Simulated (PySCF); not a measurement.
## Name the molecule from its bond curve

A diatomic of charge 0 contains S. Its doublet curve at B2PLYP in a double-zeta basis (no relativity, PySCF), in eV from the separated fragments:

```json
{"R (Å)": "1.400", "E (eV)": "-2.148"}
{"R (Å)": "1.465", "E (eV)": "-2.845"}
{"R (Å)": "1.530", "E (eV)": "-3.245"}
{"R (Å)": "1.579", "E (eV)": "-3.399"}
{"R (Å)": "1.628", "E (eV)": "-3.458"}
{"R (Å)": "1.677", "E (eV)": "-3.443"}
{"R (Å)": "1.742", "E (eV)": "-3.336"}
{"R (Å)": "1.823", "E (eV)": "-3.105"}
{"R (Å)": "1.921", "E (eV)": "-2.743"}
{"R (Å)": "2.051", "E (eV)": "-2.108"}
```

The fit gives ωe = 813 cm⁻¹ and the rotational constant Bₑ = 0.5254 cm⁻¹.

Problem. Which atom is the partner?

Solution. The minimum lies at 1.641 Å, so the reduced mass is 16.8576 u Å² cm⁻¹/(Bₑ·Re²) = 11.91 u. With S at 31.97 u the partner weighs about 19.0 u: F. The molecule is SF.

Correlated steps freeze 6 core orbitals. B2PLYP dipoles, levels and charges come from its SCF part alone. The state was picked by a PBE0 search and need not be the measured ground state.
